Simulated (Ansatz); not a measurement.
Diamond-structure Ge, treated with r²SCAN in Ansatz (plane waves, PAW).

Run with plane-wave cutoff 600 eV, 12×12×12 k mesh, finite displacements, force constants from a 4×4×4 q mesh, scalar-relativistic PAW data made under PBE.

Q: What does this level give for the high-frequency dielectric constant, TO(Γ) frequency and zero-point energy?

A: 
high-frequency dielectric constant: 17.6
TO(Γ) frequency: 296 cm⁻¹
zero-point energy: 0.035 eV/atom

Measured, for comparison: high-frequency dielectric constant 15.9 (temperature not stated, no zero-point or thermal correction; as tabulated in Skone et al. (2014), arXiv:1501.03184); zone-centre TO phonon frequency 304 cm⁻¹ (low temperature, zero-point motion not removed; as tabulated in Tanner et al. (2021), arXiv:2110.11888). Computed (rounded) less measured: high-frequency dielectric constant +11 %, zone-centre TO phonon frequency -3 %.

Ansatz is a program for electronic structure.
